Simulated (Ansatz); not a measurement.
Species: CH₅Si, charge 0, doublet. CH5Si (SMILES [CH2][SiH3], doublet).
B3LYP-D3(BJ)/def2-TZVP minimum from Ansatz (a first-principles code):
```xyz
7

C     -0.0097     0.1411    -1.2607
Si     0.0046    -0.0671     0.5695
H     -0.9250     0.2758    -1.8259
H      0.8972     0.1766    -1.8533
H     -0.0125     1.2498     1.2616
H     -1.1932    -0.8210     1.0128
H      1.2278    -0.7881     0.9952
```
Charge 0, spin multiplicity 2.

Total energies in aug-cc-pV(D+d)Z, 13 correlated electrons, 6 frozen orbitals. Open shells are spin-unrestricted; no spin-orbit coupling. Cores are frozen in correlated methods. No relativity.

```tsv
method	program	energy (Eh)	minus CCSDT(Q) (mEh)
HF	Ansatz	-329.67286	286.07
MP2	Ansatz	-329.90604	52.89
CCSD	Ansatz	-329.95045	8.48
CCSD(T)	Ansatz	-329.95751	1.42
CCSDT(Q)	Ansatz	-329.95893	0.00
```

Rough core times of Ansatz's runs on a shared machine: CCSD(T) under 20 s, CCSDT(Q) 40 min.
